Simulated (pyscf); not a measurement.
Routes from •HN–SiH₂–NH₂ (SMILES [NH][SiH2]N)

Candidate steps break at most two bonds and form at most two. Each was searched with GFN2-xTB (tblite) first. Structures and frequencies: ωB97X-D3(BJ)/def2-SVP in PySCF. MP2 and CC: frozen core, UHF for open shells. ΔMP2 is the change of the MP2 total energy from the triple- to the quadruple-zeta basis. Energies: CCSD(T)/def2-TZVPP + ΔMP2(QZVPP), eV, from the reactant's lowest minimum found, doublet surface; ΔG‡ with ideal gas, 1 atm, RRHO with modes under 100 cm⁻¹ raised to 100, one conformer, R ln 2 for chiral ones without a mode under 150 cm⁻¹.

```
products                                                             type   ΔE‡     ΔE  ΔG‡ 298 K  ΔG‡ 900 K  ν‡ (cm⁻¹)
--------------------------------------  ---------------------------------  ----  -----  ---------  ---------  ---------
H₂N–SiH•–NH₂                                               hydrogen shift  1.21  -0.87       1.16       1.19      1804i
cyclic H₄N₂Si (SMILES N1N[SiH2]1) + H•  ring closure with loss of a group  4.01  +3.70       3.85       3.94      1044i
```

Plain bond fissions and candidates not yet searched are not listed, and one of them may be faster. Each barrier is that of the saddle found; lower ones may exist. The CCSD(T) − MP2 part came from Ansatz, without density fitting, on the same reference.
